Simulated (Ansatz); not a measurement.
Two shapes of doublet H2S(+).

Shape 1:

```xyz
3

H     0.0000    0.3381   -1.0779
S     0.0000   -0.6762    0.0000
H     0.0000    0.3381    1.0779
```

Shape 2:

```xyz
3

H     0.0000    0.3130   -0.9981
S     0.0000   -0.6261    0.0000
H     0.0000    0.3130    0.9981
```

Basis set: def2-SVP (spherical functions). Frozen core: 5 orbitals. Correlation on ROHF uses semicanonical orbitals with singles. Charge 1, multiplicity 2.

Computed with Ansatz (development build ahead of 0.2.0); each method stands on the lowest determinant of its kind that the runs found.

Question: Which shape is lower in energy, and by how much in each method?

Answer:

```csv
method,E(2) − E(1) (eV)
ROHF,-0.370
UHF,-0.366
ROHF-MP2,-0.321
ROHF-CCSD(T),-0.277
UHF-CCSD(T),-0.277
```

Shape 2 is lower.
